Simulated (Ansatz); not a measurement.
**CH₅B (triplet): from Hartree-Fock to the top rungs at distance B1–H4 along a hydrogen transfer = 1.458 Å, cc-pVDZ**

How much of the correlation energy of CH₅B (triplet) does each wave-function method recover here?

The runs use Ansatz 0.2.0, Gaussian basis; cc-pVDZ, core rule «outside noble gas», up to 2 orbitals frozen.

To be run: UHF; CCSD(T) on ROHF; CCSD(T) on UHF; BCCD(T) on ROHF; CISD; CCSDT(Q) on ROHF; CCSDT(Q) on UHF; CASSCF and NEVPT2, 4 electrons in 4 orbitals.

10 further runs of the same task are left out: 2 for a mislabelled method, 7 that didn't finish, 1 set aside as unsound or not needed.

## (1) The geometry

The geometry derives from fragments relaxed apart (PBE0/def2-TZVP) and kept rigid, so it is no stationary point. A hydrogen atom is moved between rigid fragments.

7 atoms, charge 0, spin multiplicity 3.

Atoms are counted from 1 here; the program's logs count them from 0.

Bond lengths: B1–H2 1.193 Å, B1–H3 1.193 Å, H4–C5 1.134 Å, C5–H6 1.079 Å, C5–H7 1.079 Å. Angles: H2–B1–H3 120.0°, H4–C5–H6 112.6°, H4–C5–H7 112.6°, H6–C5–H7 134.8°.

## (2) UHF

Input file in.yaml:

```yaml
crystal:
  periodic: [false, false, false]
  atoms:
    - {symbol: B, position_ang: [-1.344478, 0.000000, 0.000000]}
    - {symbol: H, position_ang: [-1.941212, 1.033571, 0.000000]}
    - {symbol: H, position_ang: [-1.941212, -1.033571, 0.000000]}
    - {symbol: H, position_ang: [0.113522, 0.000000, 0.000000]}
    - {symbol: C, position_ang: [1.247522, 0.000000, 0.000000]}
    - {symbol: H, position_ang: [1.661990, 0.000000, 0.996161]}
    - {symbol: H, position_ang: [1.661990, 0.000000, -0.996161]}
basis:
  gaussian: {orbitals: cc-pVDZ}
magnetization: {spin_polarized: true, initial_magnetization: 2}
hamiltonian: {xc: hf}
output: {orbitals: {seedname: orbitals}}
```

Started as:

```
$ ansatz run in.yaml --threads 1 --pin off --events-out ev --progress --plain --max-ram 2393MiB
```

Further steps of the session: CCSD(T) on ROHF; CCSD(T) on UHF; BCCD(T) on ROHF; CISD; CCSDT(Q) on ROHF; CCSDT(Q) on UHF; CASSCF and NEVPT2, 4 electrons in 4 orbitals.

Before running them: what should the planned runs give, taken together? Wanted: UCCSDT(Q) below the RHF energy; RMP2 from UCCSDT(Q); UMP2 from UCCSDT(Q); RCCSD from UCCSDT(Q); RCCSD(T) from UCCSDT(Q); UCCSD(T) from UCCSDT(Q); RCCSDT(Q) from UCCSDT(Q); T1 diagnostic.

**Answer**, as computed:

```
                         quantity                                                   value
   UCCSDT(Q) below the RHF energy                                              -7.1924 eV
              RMP2 from UCCSDT(Q)                                         +30.04 kcal/mol
              UMP2 from UCCSDT(Q)                                         +30.87 kcal/mol
             RCCSD from UCCSDT(Q)                                          +3.96 kcal/mol
          RCCSD(T) from UCCSDT(Q)                                          +0.71 kcal/mol
          UCCSD(T) from UCCSDT(Q)                                          +0.73 kcal/mol
         RCCSDT(Q) from UCCSDT(Q)                                          +0.02 kcal/mol
levels within 1 kcal/mol (43 meV)  RCCSD(T), UCCSD(T), BCCD(T), RCCSDT, UCCSDT, RCCSDT(Q)
                    T1 diagnostic                                                   0.018
```

**Reading.** RCCSD(T) misses by +0.71 kcal/mol, 0.4 % of the correlation energy. These misses are within one basis, not against nature; the frozen cores of restricted and unrestricted runs differ, which can shift their rows.
